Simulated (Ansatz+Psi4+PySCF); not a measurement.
# triplet SiH₂: levels of theory in one basis

```yaml
atoms:
  - { symbol: Si, position_ang: [-0.0032, 0.0251, 0.0788] }
  - { symbol: H, position_ang: [0.0138, 1.2540, -0.6444] }
  - { symbol: H, position_ang: [0.0127, -1.2949, -0.6497] }
```

Basis set: cc-pVTZ on H; cc-pV(T+d)Z on Si (spherical functions). Left uncorrelated: 5 orbitals. Correlation on ROHF uses semicanonical orbitals with singles. Charge 0, multiplicity 3.

Computed with Ansatz (development build ahead of 0.2.0) and Psi4 1.11; each method stands on the lowest determinant of its kind that the runs found.

```json
{"method": "ROHF", "E − E(ROHF) (eV)": "0.00", "<S²> of the determinant": "2.00"}
{"method": "UHF", "E − E(ROHF) (eV)": "-0.06", "<S²> of the determinant": "2.01"}
{"method": "ROHF-MP2", "E − E(ROHF) (eV)": "-2.50", "<S²> of the determinant": "–"}
{"method": "UHF-MP2", "E − E(ROHF) (eV)": "-2.50", "<S²> of the determinant": "2.01"}
```

Caution: another spin multiplicity may lie lower.
